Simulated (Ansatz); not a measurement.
Trigonal Se

Method: Hartree–Fock in Ansatz (plane waves, PAW).

Numerical settings: plane-wave cutoff 460 eV, 9×9×6 k mesh (along the axes of the cell as run), Fermi–Dirac smearing 0.01 eV, scalar-relativistic PAW data made under PBE.

Cell: relaxed at this level.

* **lattice constant a**: 6.642 Å
* **lattice parameter c**: 4.844 Å
* **band gap**: 9.46 eV (on the SCF k mesh)
* **direct gap at Γ**: 10.75 eV

Measured, for comparison: lattice constant a 4.365 Å, lattice parameter c 4.958 Å (293 K, no zero-point or thermal correction; as tabulated in Wikipedia's data pages). Computed (rounded) less measured: lattice constant a +52.2 %, lattice parameter c -2.3 %.

Note: the cell comes from a level without a dispersion term, which matters for the spacing of layers, chains or molecules.

Spin–orbit coupling is not included.

Computed values are for the static lattice.

Cost on a shared machine: roughly 15 core-hours.

Ansatz is a first-principles code.
